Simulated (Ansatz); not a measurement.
The input, for Ansatz 0.2.0:

```yaml
crystal:
  periodic: [false, false, false]
  atoms:
    - {symbol: Si, position_ang: [-0.936924, 0.021476, 0.000000]}
    - {symbol: H, position_ang: [-1.431796, 1.421184, 0.000000]}
    - {symbol: H, position_ang: [-1.431795, -0.678378, 1.212183]}
    - {symbol: H, position_ang: [-1.431796, -0.678378, -1.212182]}
    - {symbol: H, position_ang: [0.547691, 0.021476, 0.000000]}
    - {symbol: N, position_ang: [1.986076, 0.021476, -0.000001]}
    - {symbol: H, position_ang: [2.255158, -0.982751, -0.000001]}
basis:
  gaussian: {orbitals: cc-pVDZ}
magnetization: {spin_polarized: false, initial_magnetization: 2}
correlation: {method: ccsdt_q, electrons: outside_noble_gas}
```

```sh
$ ansatz run in.yaml --threads 2 --pin off --events-out ev --progress --plain --max-ram 16896MiB --backend cuda --devices 0, --max-vram 18GiB
```

The program prints:

```
1072 factors; integrals over basis functions are off by at most 2.1e-7 eV
mean field evaluation 1: about -9417.6682 eV, gradient 1.4e1 eV
mean field evaluation 2: about -9417.7017 eV, gradient 1.5e1 eV
mean field evaluation 4: about -9419.2749 eV, gradient 2.9e0 eV
mean field evaluation 8: about -9419.3786 eV, gradient 3.2e-3 eV
mean field evaluation 16: about -9419.2235 eV, gradient 2.8e0 eV
mean field evaluation 32: about -9415.9357 eV, gradient 2.2e-2 eV
mean field -9419.37863456 eV, -346.1557801361 hartree, gradient 2.3e-6 eV, S^2 2.000000; 1 other end points of the search recorded, 0 dependent functions left out
determinant -9419.37863456 eV, -346.1557801361 hartree, with singles and doubles -9427.40956279 eV, -346.4509113046 hartree
determinant -9415.93572411 eV, -346.0292555104 hartree, with singles and doubles -9424.06902904 eV, -346.3281489540 hartree
6 core orbitals not correlated: weight in the atoms' cores, before any rotation towards them, 1.000 or more for the frozen orbitals, at most 0.000 for the correlated occupied ones
reference -9419.37863456 eV, -346.1557801361 hartree; 8, 6 occupied and 43, 45 virtual orbitals, 1072 factors
second order -6.52100020 eV of doubles, -0.15058979 eV of singles
cycle   1  -7.65004653 eV  change   -9.7e-1 eV  update   7.9e-2
cycle   2  -8.13841853 eV  change   -4.9e-1 eV  update   3.2e-2
cycle   3  -8.21755047 eV  change   -7.9e-2 eV  update   1.6e-2
cycle   4  -8.21846388 eV  change   -9.1e-4 eV  update   8.1e-3
cycle   5  -8.21932090 eV  change   -8.6e-4 eV  update   3.7e-3
cycle   6  -8.21945400 eV  change   -1.3e-4 eV  update   1.9e-3
cycle   7  -8.21933623 eV  change    1.2e-4 eV  update   8.6e-4
cycle   8  -8.22003836 eV  change   -7.0e-4 eV  update   4.5e-4
cycle   9  -8.22028364 eV  change   -2.5e-4 eV  update   2.3e-4
cycle  10  -8.22001333 eV  change    2.7e-4 eV  update   1.2e-4
cycle  11  -8.22000554 eV  change    7.8e-6 eV  update   6.5e-5
cycle  12  -8.22002992 eV  change   -2.4e-5 eV  update   2.5e-5
cycle  13  -8.22005623 eV  change   -2.6e-5 eV  update   1.3e-5
cycle  14  -8.22007312 eV  change   -1.7e-5 eV  update   7.1e-6
cycle  15  -8.22007406 eV  change   -9.4e-7 eV  update   3.2e-6
cycle  16  -8.22007045 eV  change    3.6e-6 eV  update   1.6e-6
cycle  17  -8.22006827 eV  change    2.2e-6 eV  update   8.1e-7
cycle  18  -8.22006761 eV  change    6.6e-7 eV  update   3.9e-7
perturbative correction -0.00776001 eV, -0.0002851753 hartree
Total energy: -9427.60646219 eV, -346.4581472242 hartree
```

For the same geometry and basis UCCSDT(Q) lies 1.3 meV lower.

Ran on 2 threads of AMD EPYC 7R13 with a shared H100 80 GB, shared host: 6 s wall, 0.92 GiB peak host memory.
